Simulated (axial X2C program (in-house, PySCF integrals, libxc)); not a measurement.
Potential curves of SiP⁺, 2c

Calculated with an in-house relativistic program for diatomic molecules. Two-component (2c) means X2C with spin–orbit coupling and atomic mean-field two-electron Coulomb and Gaunt terms. Basis: P dyall-v3z [8s7p2d1f], Si dyall-v3z [8s7p2d1f] (cores contracted in-house); Gaussian nuclei, density fitting, unrestricted open shells. Masses: P 30.974 u, Si 27.977 u.

State: Ω = 1 (⟨Sz⟩ = 1.00, ⟨Lz⟩ = 0.00 at PBE0). Energies in cm⁻¹ from the fragments at the same level (P + Si+). Fits are polynomials in 1 − R0/R over 0.85 to 1.23 times the lowest point R0.

```
 R (Å)    PBE0   TPSSh
1.9436  -17968  -17811
2.0329  -21911  -21837
2.1000  -23594  -23582
2.1670  -24446  -24497
2.2340  -24657  -24776
2.3122  -24290  -24491
2.3904  -23438  -23727
2.4909  -21852  -22260
2.6138  -19463  -20022
2.7925  -15638  -16406
```

One determinant describes the state; a PBE0 search over occupations chose it and may have missed a lower one. Dissociation energies refer to the lowest single-determinant-based atoms at the same level and basis. Density functionals use the spin component along the axis (collinear). In 2c an atomic determinant is not the ground J level, so De misses part of the atomic spin–orbit lowering. This holds for PBE0, TPSSh. Other states lie close and PBE0, whose exact exchange favours high spin, may order them wrongly; the determinant shown need not be the ground state. The nearest other 2c determinant of the search, Ω = 2, lies 0.64 eV up at the distance of the search. Without a current term, density functionals place determinants with orbital angular momentum somewhat too high. With several unpaired electrons one determinant need not be a pure state. Open-shell Ω = 0 determinants with evenly filled partner blocks cannot be reached by this program, so the Ω shown need not be the lowest component. This is the Ω = 1 component of a π² triplet; the 0⁺ component is not one determinant and can lie lowest.

Problem. Fit the PBE0 curve near its minimum: give the equilibrium distance, the harmonic wavenumber and the well depth.

Solution. At PBE0, 2c: Re = 2.226 Å, ωe ≈ 508 cm⁻¹, De = 3.06 eV to P + Si+; Be follows as 0.231 cm⁻¹.

Problem. Fit the TPSSh curve near its minimum: give the equilibrium distance, the harmonic wavenumber and the well depth.

Solution. At TPSSh, 2c: Re = 2.236 Å, ωe ≈ 496 cm⁻¹, De = 3.07 eV to P + Si+; Be follows as 0.229 cm⁻¹.
